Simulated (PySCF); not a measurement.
# A small calculation by hand: entropy of an ideal gas

C2H, SMILES C#[C] (connectivity only; charge and spin as stated), charge +1, multiplicity 1.

Geometry optimised at B3LYP-D3(BJ)/def2-TZVPD. The spin state was assumed, not searched. The isomer is the one that the SMILES or the coordinates give; other isomers of the formula were not compared.

B3LYP-D3(BJ)/def2-TZVPD (PySCF 2.14.0) gives the harmonic wavenumbers 646, 1385, 3139 cm⁻¹ and the rotational temperatures 98.9602, 1.8388, 1.8053 K. The molar mass is 25.03 g/mol, the symmetry number 1, the spin multiplicity 1.

Task: Work out the entropy at 298.15 K and 1 atm in the rigid-rotor, harmonic-oscillator model.

Result: 
Translation (Sackur–Tetrode at 1 atm): S = R[1.5 ln M + 2.5 ln T − 1.16487] = 148.9 J/(mol K).
Rotation: q = (√π/σ) T^1.5/√(θA θB θC) = 503, S = R[ln q + 3/2] = 64.2 J/(mol K).
Vibration: with u = 1.4388 ν/T, each mode gives R[u/(e^u − 1) − ln(1 − e^−u)]:
```
ν (cm⁻¹)  modes     u  S (J/(mol K))
--------  -----  ----  -------------
646           1  3.12           1.58
1385          1  6.68           0.08
```
The stiffer modes add less than 0.005 each. Sum 1.7 J/(mol K).
Spin: R ln 1 = 0.0 J/(mol K).
Total 214.8 J/(mol K); the program's own thermochemistry gives 214.8. Translation makes up 69 % and vibration 1 %. Anharmonicity, hindered rotation and orbital degeneracy are left out.
